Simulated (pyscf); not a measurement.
H₃Si–O–GeH₃ (SMILES [SiH3][O][GeH3]) + HCl (SMILES Cl) → HO–SiH₃ (SMILES O[SiH3]) + Cl–GeH₃ (SMILES [Cl][GeH3]) (four-centre exchange; singlet surface; Ge–O, Cl–H broken, H–O, Cl–Ge formed). Single points on ωB97X-D3(BJ)/def2-SVP structures (PySCF, gas phase). Rate constants from transition-state theory, ωB97M-D3(BJ)/def2-TZVP energies (ideal gas, 1 atm, RRHO with modes under 100 cm⁻¹ raised to 100, one conformer, R ln 2 for rigid chiral ones; no tunnelling), k in cm³ molecule⁻¹ s⁻¹.

```
T (K)  1000/T  log10 k
-----  ------  -------
298     3.354   -24.48
600     1.667   -18.92
900     1.111   -16.93
1200    0.833        ?
```

Task: Fit an Arrhenius line to the three values, give the activation energy, and predict k at 1200 K.

Result: Least squares gives log10 k = -13.26 − 3.35 × 1000/T, so Ea = 3.35 × ln 10 × 1.987 = 15.3 kcal/mol, against an electronic barrier of 12.3. At 1200 K the line gives -16.05; the computed value is -15.86 (ΔG‡ = 57.5 kcal/mol), a factor 1.6 over the line, since the plot is curved. On the reactant side the descent ends in a complex (not fully relaxed), 5.7 kcal/mol under the separated species and 17.0 kcal/mol under the saddle at ωB97X-D3(BJ)/def2-TZVP. On the product side the descent ends in a complex (not fully relaxed), 4.2 kcal/mol under the separated species and 24.2 kcal/mol under the saddle at ωB97X-D3(BJ)/def2-TZVP. This is the saddle that the search found; another between the same sides may lie lower. Elements up to Kr have no core potential and no relativistic terms here.
